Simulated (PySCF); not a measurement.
Dipole moment and polarisability across levels of theory

Species: acetyl fluoride, C2H3FO.
InChI=1S/C2H3FO/c1-2(3)4/h1H3

PySCF, dipoles from the SCF density, polarisabilities from static response with core orbitals frozen. Isolated species at its PBE0-D3(BJ)/def2-SVP geometry, gas phase.

Reference dipole: 2.960 D (measured, gas; NIST CCCBDB Release 22 (SRD 101), experimental dipoles). The anisotropy is √(½[(α1 − α2)² + (α2 − α3)² + (α3 − α1)²]).

```csv
level,μ (D),error (%),α (Å³),anisotropy (Å³)
LDA/def2-SVPD,2.973,+0.4,4.59,1.51
PBE/def2-SVPD,2.881,-2.7,4.56,1.51
B3LYP/def2-SVPD,2.997,+1.3,4.40,1.41
PBE0/def2-SVPD,3.000,+1.3,4.35,1.40
BHandHLYP/def2-SVPD,3.134,+5.9,4.20,1.32
CAM-B3LYP/def2-SVPD,3.052,+3.1,4.35,1.37
HF/def2-SVPD,3.303,+11.6,4.01,1.21
```

For the dipole, the smallest error is 0.4% (LDA/def2-SVPD) and the largest 11.6% (HF/def2-SVPD). The dipole runs from 2.88 D (PBE/def2-SVPD) to 3.30 D (HF/def2-SVPD). In one basis (def2-SVPD) the functionals order the polarisability from HF (lowest) to LDA (highest), a spread of 15%. Measured values can belong to vibrating molecules and may average over conformers; the computed ones are for one fixed geometry.
